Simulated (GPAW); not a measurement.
**One shape, several levels: C2F2 (SMILES FC#CF)**

Aim: a comparison of 3 runs (PBE/real-space grid, vdW-DF/real-space grid, PBE/dzp) of C2F2. The job is set up through an ASE script.

The calculation is run with GPAW 26.7.0.

2 further runs of the same task are left out: 2 set aside as unsound or not needed.

**1. The structure to begin with**

C2F2: 4 atoms, total charge 0, spin state singlet. As SMILES, `FC#CF`. The coordinates come from a PBE0-D4/def2-TZVP relaxation.

Bond lengths: F1–C2 1.277 Å, C2–C3 1.184 Å, C3–F4 1.277 Å. Angles: F1–C2–C3 180.0°, C2–C3–F4 180.0°.

**2. The charge distribution at PBE/real-space grid (scalar-relativistic datasets) (run 1)**

run.xyz reads:

```xyz
4

F     -0.136400     0.128000     1.852800
C     -0.033700     0.030200     0.583200
C      0.061400    -0.060400    -0.593400
F      0.164100    -0.158200    -1.863000
```

calc.py reads:

```python
import numpy as np
from ase.io import read
from ase.units import Debye
from gpaw import GPAW

# Set up the molecule
molecule = read('run.xyz')
molecule.center(vacuum=4.5)

# Ground state
gpaw_calc = GPAW(mode='fd', h=0.18, xc='PBE', maxiter=150, txt='-')
molecule.calc = gpaw_calc

energy = molecule.get_potential_energy()
print(f'Energy = {energy:.5f} eV')
forces = molecule.get_forces()
print('Forces (eV/Ang)')
for symbol, f in zip(molecule.symbols, forces):
    print(f'{symbol:2} {f[0]:9.4f} {f[1]:9.4f} {f[2]:9.4f}')
dipole = molecule.get_dipole_moment() / Debye
print(f'Dipole                  {np.linalg.norm(dipole):.3f} D')
homo, lumo = gpaw_calc.get_homo_lumo()
print(f'HOMO                    {homo:.3f} eV')
print(f'LUMO                    {lumo:.3f} eV')
print(f'Gap = {lumo - homo:.3f} eV')
```

The run is started by

```console
$ python calc.py
```

The program printed:

```text
[...]
Number of symmetries: 2
[...]
  Number of IBZ points: 1
[...]
Spin-components: 1 (collinear spins)
Bands:           16
[...]
  Valence electrons: 22.0
[...]
  Grid points: [52 52 72]
  Charge: 0.0  # |e|
[...]
    cutoffs:
[...]
occupation numbers:
  # Zero width
[...]
xc functional:
  name: PBE with 2 nearest neighbor stencil
[...]
|iter     |     time |      energy | eigst |  dens |
[...]
|iter:   1| 00:00:19 |  -24.679409 | +1.28 |       |
[...]
|iter:  12| 00:00:39 |  -22.418981c| -7.48c| -5.45c|
Converged in 12 steps
[...]
Energy contributions relative to reference atoms: (reference = -7483.417801)
Energy contributions:
  Kinetic:          28.030332
  Coulomb:         -27.082088
  Zero:              0.593805
  External:          0.000000
  Xc:              -23.961030
  Entropy:           0.000000
  Spinorbit:         0.000000
  ----------------------------
  Free energy:     -22.418981
  Extrapolated:    -22.418981
dipole moment: (-0.000000, 0.000000, -0.000000)  # |e|*Ang
Fermi level: -3.732
Eigenvalues  # (at kpt = [0.000, 0.000, 0.000])
| band index |      eig [eV] | occ [0-2] |
|------------|---------------|-----------|
|          0 |       -32.744 |     2.000 |
|        ... |               |           |
|          3 |       -16.044 |     2.000 |
|          4 |       -15.272 |     2.000 |
|          5 |       -12.854 |     2.000 |
|          6 |       -12.854 |     2.000 |
|          7 |       -12.266 |     2.000 |
|          8 |       -12.266 |     2.000 |
|          9 |        -6.793 |     2.000 |
|         10 |        -6.793 |     2.000 |
|         11 |        -0.671 |     0.000 |
|         12 |        -0.573 |     0.000 |
[...]
Gap: 6.122 eV
Transition (v -> c):
[...]
Forces (eV/Ang)
F     0.0078    0.0307    0.8041
C    -0.0484    0.0502    0.5288
C     0.0484   -0.0502   -0.5288
F    -0.0078   -0.0307   -0.8041
Dipole                  0.000 D
HOMO                    -6.793 eV
LUMO                    -0.671 eV
Gap = 6.122 eV
```

Wall time 39 s (1 thread of Arm Neoverse V1, shared host); peak memory 0.53 GiB.

**3. The charge distribution at vdW-DF/real-space grid (scalar-relativistic datasets) (run 2)**

C2F2.sdf reads:

```

     RDKit          3D

  4  3  0  0  0  0  0  0  0  0999 V2000
   -0.1364    0.1280    1.8528 F   0  0  0  0  0  0  0  0  0  0  0  0
   -0.0337    0.0302    0.5832 C   0  0  0  0  0  0  0  0  0  0  0  0
    0.0614   -0.0604   -0.5934 C   0  0  0  0  0  0  0  0  0  0  0  0
    0.1641   -0.1582   -1.8630 F   0  0  0  0  0  0  0  0  0  0  0  0
  2  1  1  0
  3  2  3  0
  4  3  1  0
M  END
$$$$
```

C2F2_sp.py reads:

```python
import numpy as np
from ase.io import read
from ase.units import Debye
from gpaw import GPAW

# Atomic positions
system = read('C2F2.sdf')
system.center(vacuum=5.0)

# Ground state
calculator = GPAW(mode='fd',
                  h=0.2,
                  xc={'name': 'vdW-DF', 'backend': 'libvdwxc'},
                  maxiter=150,
                  txt='-')
system.calc = calculator

energy = system.get_potential_energy()
print(f'Energy: {energy:.5f} eV')
dipole = system.get_dipole_moment() / Debye
print(f'Dipole = {np.linalg.norm(dipole):.3f} D')
homo, lumo = calculator.get_homo_lumo()
print(f'HOMO: {homo:.3f} eV')
print(f'LUMO: {lumo:.3f} eV')
print(f'Gap = {lumo - homo:.3f} eV')
```

The run is started by

```console
$ python C2F2_sp.py > C2F2_sp.log
```

The program printed:

```text
[...]
Number of symmetries: 2
[...]
  Number of IBZ points: 1
[...]
Spin-components: 1 (collinear spins)
Bands:           16
[...]
  Valence electrons: 22.0
[...]
  Grid points: [52 52 68]
  Charge: 0.0  # |e|
[...]
    cutoffs:
[...]
occupation numbers:
  # Zero width
[...]
xc functional:
  name: vdW-DF with libvdwxc
[...]
|iter     |     time |      energy | eigst |  dens |
[...]
|iter:   1| 00:00:26 |  -48.339088 | +1.23 |       |
[...]
|iter:  13| 00:01:50 |  -45.984835c| -7.81c| -6.09c|
Converged in 13 steps
[...]
Energy contributions relative to reference atoms: (reference = -7489.523383)
Energy contributions:
  Kinetic:          38.525387
  Coulomb:         -37.270824
  Zero:              1.007243
  External:          0.000000
  Xc:              -48.246641
  Entropy:           0.000000
  Spinorbit:         0.000000
  ----------------------------
  Free energy:     -45.984835
  Extrapolated:    -45.984835
dipole moment: (0.000000, 0.000000, 0.000000)  # |e|*Ang
Fermi level: -4.062
Eigenvalues  # (at kpt = [0.000, 0.000, 0.000])
| band index |      eig [eV] | occ [0-2] |
|------------|---------------|-----------|
|          0 |       -32.842 |     2.000 |
|        ... |               |           |
|          3 |       -16.154 |     2.000 |
|          4 |       -15.410 |     2.000 |
|          5 |       -13.008 |     2.000 |
|          6 |       -13.008 |     2.000 |
|          7 |       -12.434 |     2.000 |
|          8 |       -12.433 |     2.000 |
|          9 |        -6.976 |     2.000 |
|         10 |        -6.976 |     2.000 |
|         11 |        -1.149 |     0.000 |
|         12 |        -1.019 |     0.000 |
[...]
Gap: 5.828 eV
Transition (v -> c):
[...]
vacuum-level: 0.000  # V
Energy: -45.98484 eV
Dipole = 0.000 D
HOMO: -6.976 eV
LUMO: -1.149 eV
Gap = 5.828 eV
```

Wall time 1.8 min (1 thread of Arm Neoverse V1, shared host); peak memory 0.77 GiB.

**4. Energy and one-electron properties at PBE/dzp (scalar-relativistic datasets) (run 3)**

run.xyz is that of step 2.

run.py reads:

```python
import numpy as np
from ase.io import read
from ase.units import Debye
from gpaw import GPAW

# Set up the molecule
atoms = read('run.xyz')
atoms.center(vacuum=4.5)

# Calculator
calculator = GPAW(mode='lcao', basis='dzp', h=0.18, xc='PBE', maxiter=150, txt='-')
atoms.calc = calculator

energy = atoms.get_potential_energy()
print(f'Energy                  {energy:.5f} eV')
forces = atoms.get_forces()
print('Forces (eV/Ang)')
for symbol, f in zip(atoms.symbols, forces):
    print(f'{symbol:2} {f[0]:9.4f} {f[1]:9.4f} {f[2]:9.4f}')
dipole = atoms.get_dipole_moment() / Debye
print(f'Dipole                  {np.linalg.norm(dipole):.3f} D')
homo, lumo = calculator.get_homo_lumo()
print(f'HOMO = {homo:.3f} eV')
print(f'LUMO = {lumo:.3f} eV')
print(f'Gap = {lumo - homo:.3f} eV')
```

The run is started by

```console
$ OMP_NUM_THREADS=1 python run.py
```

The program printed:

```text
[...]
Number of symmetries: 2
[...]
  Number of IBZ points: 1
[...]
basis functions: 52
Spin-components: 1 (collinear spins)
Bands:           16
[...]
  Valence electrons: 22.0
[...]
  Grid points: [52 52 72]
  Charge: 0.0  # |e|
[...]
    cutoffs:
[...]
occupation numbers:
  # Zero width
[...]
xc functional:
  name: PBE with 2 nearest neighbor stencil
[...]
|iter     |     time |      energy | eigst |  dens |
[...]
|iter:   1| 00:00:17 |  -21.326211 |      c|       |
[...]
|iter:   8| 00:00:22 |  -20.062108c|      c| -4.25c|
Converged in 8 steps
[...]
Energy contributions relative to reference atoms: (reference = -7483.417801)
Energy contributions:
  Kinetic:          24.490071
  Coulomb:         -20.785222
  Zero:              0.636204
  External:          0.000000
  Xc:              -24.403161
  Entropy:           0.000000
  Spinorbit:         0.000000
  ----------------------------
  Free energy:     -20.062108
  Extrapolated:    -20.062108
dipole moment: (0.000000, 0.000000, 0.000000)  # |e|*Ang
Fermi level: -2.978
Eigenvalues  # (at kpt = [0.000, 0.000, 0.000])
| band index |      eig [eV] | occ [0-2] |
|------------|---------------|-----------|
|          0 |       -32.417 |     2.000 |
|        ... |               |           |
|          3 |       -15.705 |     2.000 |
|          4 |       -14.842 |     2.000 |
|          5 |       -12.436 |     2.000 |
|          6 |       -12.435 |     2.000 |
|          7 |       -11.838 |     2.000 |
|          8 |       -11.838 |     2.000 |
|          9 |        -6.435 |     2.000 |
|         10 |        -6.435 |     2.000 |
|         11 |         0.479 |     0.000 |
|         12 |         1.698 |     0.000 |
[...]
Gap: 6.913 eV
Transition (v -> c):
[...]
Forces (eV/Ang)
F    -0.0735    0.0441    1.6883
C    -0.1424    0.1391    1.6412
C     0.1424   -0.1391   -1.6412
F     0.0735   -0.0441   -1.6883
Dipole                  0.000 D
HOMO = -6.435 eV
LUMO = 0.479 eV
Gap = 6.913 eV
```

Run time: 23 s. Hardware: 1 thread of Arm Neoverse V1, shared host; peak memory 0.49 GiB.

**5. Overview of the runs**

```tsv
run	level	grid spacing	vacuum round the molecule	energy (Eh)	dipole moment (D)	HOMO energy (eV)	LUMO energy (eV)	wall time
1	PBE/real-space grid (scalar-relativistic datasets)	0.18	4.5	-275.834414	0.00	-6.79	-0.67	39 s
2	vdW-DF/real-space grid (scalar-relativistic datasets)	0.2	5	-276.924819	0.00	-6.98	-1.15	1.8 min
3	PBE/dzp (scalar-relativistic datasets)	0.18	4.5	-275.747801	0.00	-6.43	0.48	23 s
```

**6. Summary of results**

| quantity | value |
| --- | --- |
| run 3: energy as printed (from the program's reference atoms) | -20.0621 eV |
| run 3: dipole moment | 0.00 D |
| run 3: HOMO energy | -6.43 eV |
| run 3: LUMO energy | 0.48 eV |
| run 3: HOMO–LUMO gap | 6.91 eV |
| run 3: largest force on an atom | 1.690 eV/Å |

The HOMO–LUMO gap runs from 5.83 eV (vdW-DF/real-space grid) to 6.91 eV (PBE/dzp). The two ends differ in method and basis. Totals of different functionals can't be ranked against each other. All runs together took 2.9 min, the longest 1.8 min.
